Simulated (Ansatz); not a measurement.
# the pair B2H5···H: levels of theory compared

Aim: a comparison of 6 runs (CAM-B3LYP/STO-3G, SVWN5/STO-3G, revPBE/STO-3G, RPA@PBE/STO-3G, UMP2/STO-3G, FCI/STO-3G) of the pair B2H5···H. 

The results are computed with Ansatz 0.2.0.

29 further runs of the same task are left out: 29 set aside as unsound or not needed.

## (1) Starting point

B2H6: 8 atoms, total charge 0, spin state singlet. The H3–B1 distance was set to 2.935 Å, away from the relaxed value.

Bond lengths: B1–B5 1.809 Å, B1–H2 1.174 Å, B1–H4 1.310 Å, B5–H6 1.174 Å, B5–H7 1.174 Å, B5–H8 1.311 Å. Angles: B1–B5–H6 121.1°, B1–B5–H7 121.0°, B1–B5–H8 46.5°, H2–B1–B5 121.1°, H4–B1–B5 46.4°, H6–B5–H7 117.9°, H6–B5–H8 110.9°, H7–B5–H8 110.8°, H2–B1–H4 110.9°.

## (2) A single-point energy at CAM-B3LYP/STO-3G (run 1)

File job.yaml:

```yaml
crystal:
  periodic: [false, false, false]
  atoms:
    - {symbol: B, position_ang: [0.738229, -0.137968, -1.307407]}
    - {symbol: H, position_ang: [1.574199, -0.670568, -1.936847]}
    - {symbol: H, position_ang: [0.361730, -0.994490, 1.474260]}
    - {symbol: H, position_ang: [0.855569, 1.164982, -1.383357]}
    - {symbol: B, position_ang: [-0.286761, 1.165962, -2.030417]}
    - {symbol: H, position_ang: [-1.122031, 1.699152, -1.401117]}
    - {symbol: H, position_ang: [-0.134601, 1.508182, -3.142757]}
    - {symbol: H, position_ang: [-0.405041, -0.137868, -1.955337]}
basis:
  gaussian: {orbitals: STO-3G}
hamiltonian: {xc: {name: CAM-B3LYP}}
accuracy: high
```

Launch:

```console
$ ansatz run job.yaml --threads 1 --pin off --max-ram 2610MiB --events-out events.jsonl --progress --plain --runs-dir runs
```

Log:

```text
Warning: RAYON_NUM_THREADS=1 ignored (pool sized by the plan → 1); use --threads N
Functional definition: CAM-B3LYP
  name "CAM-B3LYP"
  parameter alpha = 0.19
  parameter beta = 0.46
  parameter omega = 0.33/bohr
  parameter ac = 0.81
  exchange = (1 - alpha - beta)*b88_x + beta*b88_x_sr(omega) + alpha*exact_x + beta*exact_x_lr(omega)
  correlation = (1 - ac)*vwn5_c + ac*lyp_c
274 factors; integrals over basis functions are off by at most 1.7e-8 eV
179 factors; integrals over basis functions are off by at most 8.2e-10 eV
mean field evaluation 1: about -1415.1070 eV, gradient 2.4e1 eV
mean field evaluation 2: about -1409.3383 eV, gradient 3.4e1 eV
mean field evaluation 4: about -1422.2140 eV, gradient 6.2e0 eV
mean field evaluation 8: about -1422.4403 eV, gradient 6.3e-1 eV
mean field evaluation 16: about -1422.3619 eV, gradient 2.3e-5 eV
mean field -1422.36193685 eV, -52.2708370676 hartree, gradient 3.9e-8 eV, S^2 0.000000; 0 other end points of the search recorded, 0 dependent functions left out
reference -1422.36195153 eV, -52.2708376073 hartree; 8, 8 occupied and 8, 8 virtual orbitals, 274 factors
Total energy: -1422.36195153 eV, -52.2708376073 hartree
```

It took 1.1 s on 1 thread of Arm Neoverse V2, shared host; peak memory 0.096 GiB.

## (3) The energy at SVWN5/STO-3G (run 2)

File job.yaml:

```yaml
crystal:
  periodic: [false, false, false]
  atoms:
    - symbol: B
      position_ang: [0.738229, -0.137968, -1.307407]
    - symbol: H
      position_ang: [1.574199, -0.670568, -1.936847]
    - symbol: H
      position_ang: [0.361730, -0.994490, 1.474260]
    - symbol: H
      position_ang: [0.855569, 1.164982, -1.383357]
    - symbol: B
      position_ang: [-0.286761, 1.165962, -2.030417]
    - symbol: H
      position_ang: [-1.122031, 1.699152, -1.401117]
    - symbol: H
      position_ang: [-0.134601, 1.508182, -3.142757]
    - symbol: H
      position_ang: [-0.405041, -0.137868, -1.955337]
basis:
  gaussian:
    orbitals: STO-3G
total_charge: 0
hamiltonian:
  xc: {name: SVWN5}
accuracy: high
```

Launch:

```console
$ ansatz run job.yaml --threads 1 --pin off --max-ram 2610MiB --events-out events.jsonl --progress --plain --runs-dir runs
```

Log:

```text
Warning: RAYON_NUM_THREADS=1 ignored (pool sized by the plan → 1); use --threads N
Functional definition: SVWN5
  name "SVWN5"
  exchange = slater_x
  correlation = vwn5_c
274 factors; integrals over basis functions are off by at most 1.7e-8 eV
mean field evaluation 1: about -1401.5529 eV, gradient 2.7e1 eV
mean field evaluation 2: about -1390.7797 eV, gradient 3.9e1 eV
mean field evaluation 4: about -1400.9873 eV, gradient 2.5e1 eV
mean field evaluation 8: about -1407.0884 eV, gradient 1.2e-1 eV
mean field -1407.08846495 eV, -51.7095473280 hartree, gradient 2.9e-8 eV, S^2 0.000000; 0 other end points of the search recorded, 0 dependent functions left out
reference -1407.08846700 eV, -51.7095474032 hartree; 8, 8 occupied and 8, 8 virtual orbitals, 274 factors
Total energy: -1407.08846700 eV, -51.7095474032 hartree
```

Run time: 0.68 s. Hardware: 1 thread of Arm Neoverse V2, shared host; peak memory 0.09 GiB.

Runs 3 to 4 aren't shown in full; the table further down has their settings and results.

## (4) A single-point energy at UMP2/STO-3G (run 5)

File run.yaml:

```yaml
crystal:
  periodic: [false, false, false]
  atoms:
    - {symbol: B, position_ang: [0.738229, -0.137968, -1.307407]}
    - {symbol: H, position_ang: [1.574199, -0.670568, -1.936847]}
    - {symbol: H, position_ang: [0.361730, -0.994490, 1.474260]}
    - {symbol: H, position_ang: [0.855569, 1.164982, -1.383357]}
    - {symbol: B, position_ang: [-0.286761, 1.165962, -2.030417]}
    - {symbol: H, position_ang: [-1.122031, 1.699152, -1.401117]}
    - {symbol: H, position_ang: [-0.134601, 1.508182, -3.142757]}
    - {symbol: H, position_ang: [-0.405041, -0.137868, -1.955337]}
basis:
  gaussian:
    orbitals: STO-3G
magnetization:
  spin_polarized: true
  initial_magnetization: 0
correlation:
  method: mp2
  frozen_orbitals: {B: 1, H: 0}
accuracy: high
```

Launch:

```console
$ ansatz run run.yaml --threads 1 --pin off --max-ram 2610MiB --events-out events.jsonl --progress --plain --runs-dir runs
```

Log:

```text
Warning: RAYON_NUM_THREADS=1 ignored (pool sized by the plan → 1); use --threads N
Functional definition: HF
  name "HF"
  exchange = exact_x
  correlation = 0
274 factors; integrals over basis functions are off by at most 1.7e-8 eV
mean field evaluation 1: about -1402.9950 eV, gradient 1.5e1 eV
mean field evaluation 2: about -1403.0141 eV, gradient 1.5e1 eV
mean field evaluation 4: about -1409.2178 eV, gradient 2.3e0 eV
mean field evaluation 8: about -1409.2874 eV, gradient 8.6e-5 eV
mean field evaluation 16: about -1413.6266 eV, gradient 5.3e0 eV
mean field evaluation 32: about -1404.6922 eV, gradient 4.2e0 eV
mean field -1414.24351275 eV, -51.9724904850 hartree, gradient 2.4e-8 eV, S^2 0.988417; 4 other end points of the search recorded, 0 dependent functions left out
2 core orbitals not correlated: weight in the atoms' cores, before any rotation towards them, 1.000 or more for the frozen orbitals, at most 0.000 for the correlated occupied ones
reference -1414.24351275 eV, -51.9724904850 hartree; 6, 6 occupied and 8, 8 virtual orbitals, 274 factors
second order -2.06402624 eV of doubles, -0.00000000 eV of singles
Total energy: -1416.30753900 eV, -52.0483420503 hartree
```

It took 0.1 s on 1 thread of Arm Neoverse V2, shared host.

## (5) The energy at FCI/STO-3G (run 6)

run.yaml: that of step 4 with these lines changed.

```diff
@@ -14,7 +14,4 @@
     orbitals: STO-3G
-magnetization:
-  spin_polarized: true
-  initial_magnetization: 0
 correlation:
-  method: mp2
+  method: fci
   frozen_orbitals: {B: 1, H: 0}
```

Launch:

```console
$ ansatz run run.yaml --threads 1 --pin off --max-ram 2610MiB --events-out events.jsonl --progress --plain --runs-dir runs
```

Log (excerpt; [...] marks lines left out):

```text
Warning: RAYON_NUM_THREADS=1 ignored (pool sized by the plan → 1); use --threads N
[... 2 set-up lines as earlier in the session ...]
[...]
274 factors; integrals over basis functions are off by at most 1.7e-8 eV
[...]
mean field -1409.28066942 eV, -51.7901093566 hartree, gradient 9.2e-8 eV, S^2 0.000000; 0 other end points of the search recorded, 0 dependent functions left out; unrestricted orbitals would lower it
[...]
unrestricted determinant -1414.24351275 eV, -51.9724904849 hartree, S^2 0.9884
2 core orbitals not correlated: weight in the atoms' cores, before any rotation towards them, 1.000 or more for the frozen orbitals, at most 0.000 for the correlated occupied ones
reference -1409.28066942 eV, -51.7901093566 hartree; 6, 6 occupied and 8, 8 virtual orbitals, 274 factors
state -1417.22555124 eV, -52.0820783781 hartree
Total energy: -1417.22555124 eV, -52.0820783781 hartree
```

It took 46 s on 1 thread of Arm Neoverse V2, shared host; peak memory 0.72 GiB.

## (6) The series

```
run             level  frozen core orbitals  energy (Eh)  wall time
  1  CAM-B3LYP/STO-3G                     –   -52.270838      1.1 s
  2      SVWN5/STO-3G                     –   -51.709547     0.68 s
  3     revPBE/STO-3G                     –   -52.354258        1 s
  4    RPA@PBE/STO-3G                     2   -52.111361      2.8 s
  5       UMP2/STO-3G                     2   -52.048342      0.1 s
  6        FCI/STO-3G                     2   -52.082078       46 s
```

## (7) Outcome

| quantity | value |
| --- | --- |
| run 6: total energy | -52.08208 Eh |
| run 6: correlation energy (2 core orbitals frozen) | -292.0 mEh |

Against full CI in this basis: UMP2 +33.7 mEh. Totals of different functionals can't be ranked against each other. In run 4 the log says that unrestricted orbitals would lower the reference, so the values rest on an unstable closed-shell determinant (other closed-shell runs at this shape may share the fault). In runs 1, 2, 3, 4, 5, 6 the basis is minimal, so the values are rough. Spin contamination of the reference: run 5 ⟨S²⟩ = 0.99. Where it is this large, the reference is a mixture of spin states, and values that rest on it are in doubt. All runs together took 52 s, the longest 46 s.
